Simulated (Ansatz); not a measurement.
Input for Ansatz (a first-principles code): U-PBE0/def2-TZVPPD on CH3 (SMILES [CH3]), 2S+1 = 2. Files ending in .json are basis or fitting sets from the Basis Set Exchange.

Ansatz 0.2 input:
```yaml
crystal:
  periodic: [false, false, false]
  atoms:
    - {symbol: C, position_ang: [0.00000000, 0.00000000, -0.00000000]}
    - {symbol: H, position_ang: [0.00000000, 0.00000000, 1.07731727]}
    - {symbol: H, position_ang: [-0.00000000, 0.93298412, -0.53865863]}
    - {symbol: H, position_ang: [0.00000000, -0.93298412, -0.53865863]}
basis:
  gaussian:
    orbitals: def2-TZVPPD.json
hamiltonian:
  xc: {name: PBE0}
magnetization: {spin_polarized: true, initial_magnetization: 1}
```

Output:

```
WARN ansatz: RAYON_NUM_THREADS=2 ignored (pool sized by the plan → 2); use --threads N
Functional definition: PBE0
integrals: 0.01 GiB planned
351 factors; their error is unknown
mean field: 0.19 GiB planned
mean field evaluation 1: about -1080.5386 eV, gradient 2.3e1 eV
mean field evaluation 2: about -1080.7357 eV, gradient 2.1e1 eV
mean field evaluation 4: about -1083.0223 eV, gradient 1.0e-1 eV
mean field evaluation 8: about -1083.0144 eV, gradient 1.7e-3 eV
mean field -1083.01438053 eV, -39.8000443909 hartree, gradient 3.3e-5 eV, S^2 0.754677; 0 other end points of the search recorded, 0 dependent functions left out
reference -1083.01440160 eV, -39.8000451651 hartree; 5, 4 occupied and 83, 84 virtual orbitals, 351 factors
Total energy: -1083.01440160 eV, -39.8000451651 hartree
```

The calculation finished and met its thresholds.

Cost: around 0.6 core-seconds (rough).
